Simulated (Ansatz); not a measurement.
A run on C4H5NO, SMILES `Cc1ccno1` with other settings.

```yaml
crystal:
  periodic: [false, false, false]
  atoms:
    - {symbol: C, position_ang: [-0.383273, -0.321578, 1.643296]}
    - {symbol: C, position_ang: [-0.156880, 0.041812, 0.229044]}
    - {symbol: C, position_ang: [0.745412, -0.347979, -0.705972]}
    - {symbol: C, position_ang: [0.380711, 0.403424, -1.847068]}
    - {symbol: N, position_ang: [-0.644138, 1.172401, -1.618806]}
    - {symbol: O, position_ang: [-0.986532, 0.945427, -0.305917]}
    - {symbol: H, position_ang: [0.350258, -1.060797, 1.962017]}
    - {symbol: H, position_ang: [-1.383588, -0.738809, 1.781176]}
    - {symbol: H, position_ang: [-0.298261, 0.556593, 2.287741]}
    - {symbol: H, position_ang: [1.545196, -1.060463, -0.596200]}
    - {symbol: H, position_ang: [0.831094, 0.409969, -2.829312]}
basis:
  gaussian: {orbitals: aug-cc-pVTZ}
magnetization: {spin_polarized: true, initial_magnetization: 2}
hamiltonian: {xc: {name: PBEsol}}
accuracy: high
output: {forces: true}
```

```sh
$ ansatz run in.yaml --threads 4 --pin off --events-out ev --progress --plain --max-ram 10444MiB
```

It prints (some lines left out):

```
Functional definition: PBEsol
5911 factors; integrals over basis functions are off by at most 2.7e-9 eV
mean field evaluation 1: about -7710.5213 eV, gradient 5.4e1 eV
mean field evaluation 2: about -7688.3057 eV, gradient 7.9e1 eV
mean field evaluation 4: about -7722.2162 eV, gradient 1.9e1 eV
mean field evaluation 8: about -7724.0747 eV, gradient 3.8e-1 eV
mean field evaluation 16: about -7724.0661 eV, gradient 1.7e-3 eV
mean field evaluation 32: about -7724.0661 eV, gradient 2.5e-8 eV
mean field -7724.06607282 eV, -283.8541926160 hartree, gradient 2.5e-8 eV, S^2 2.004900; 8 other end points of the search recorded, 0 dependent functions left out
reference -7724.06608070 eV, -283.8541929056 hartree; 23, 21 occupied and 368, 370 virtual orbitals, 5911 factors
Total energy: -7724.06608070 eV, -283.8541929056 hartree
Atom 0 at    -0.383273    -0.321578     1.643296 Å, force     0.506962     0.059502    -1.239006 eV/Å
Atom 1 at    -0.156880     0.041812     0.229044 Å, force    -1.202647    -0.755072     4.508060 eV/Å
Atom 2 at     0.745412    -0.347979    -0.705972 Å, force     1.940128     0.210078    -4.691780 eV/Å
Atom 3 at     0.380711     0.403424    -1.847068 Å, force     4.536804    -3.903375     0.264370 eV/Å
Atom 4 at    -0.644138     1.172401    -1.618806 Å, force    -2.862586     2.732485    -0.853747 eV/Å
Atom 5 at    -0.986532     0.945427    -0.305917 Å, force    -2.996512     1.877608     1.610019 eV/Å
Atom 6 at     0.350258    -1.060797     1.962017 Å, force     0.213420    -0.221014     0.108690 eV/Å
Atom 7 at    -1.383588    -0.738809     1.781176 Å, force    -0.576232    -0.122807     0.180448 eV/Å
Atom 8 at    -0.298261     0.556593     2.287741 Å, force    -0.092815     0.454067     0.406548 eV/Å
Atom 9 at     1.545196    -1.060463    -0.596200 Å, force     0.307640    -0.236105    -0.054972 eV/Å
Atom 10 at     0.831094     0.409969    -2.829312 Å, force     0.225838    -0.095368    -0.238629 eV/Å
Dipole moment:     0.382739    -0.458029     0.351660 e Å
```

Hardware: 4 threads of an Intel Xeon Platinum 8488C on a shared host. Wall time 75 s, peak host memory 6 GiB.
